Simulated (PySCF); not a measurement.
Relaxation of singlet HBS

Level of theory: PBE in PySCF with B def2-TZVP, S def2-TZVP, H def2-TZVP; no relativity; density-fitted integrals. A (50,194) grid was used.

A hand-made bent start, of Cs symmetry, held to at least that symmetry:

Coordinates in bohr (charge 0 multiplicity 1):
```
B     1.8936    0.0000   -1.3841
S    -0.7688    0.0000    0.4803
H     3.7047    0.0000   -0.1159
```

Question: What forces act on the atoms at the start (eV/Å)?

Answer: 
```csv
atom,Fx,Fy,Fz
B1,-3.15,0.00,3.49
S2,1.45,0.00,-2.50
H3,1.70,0.00,-0.99
```

Question: What does it relax to?

Answer: It ends at C∞v with B–H 1.181 Å, B–S 1.609 Å; H–B–S 180.0°. A frequency run shows a minimum. Other isomers or separated fragments may lie lower.

Question: How much energy is released, and in how many steps?

Answer: 148.4 kJ/mol in 7 steps.
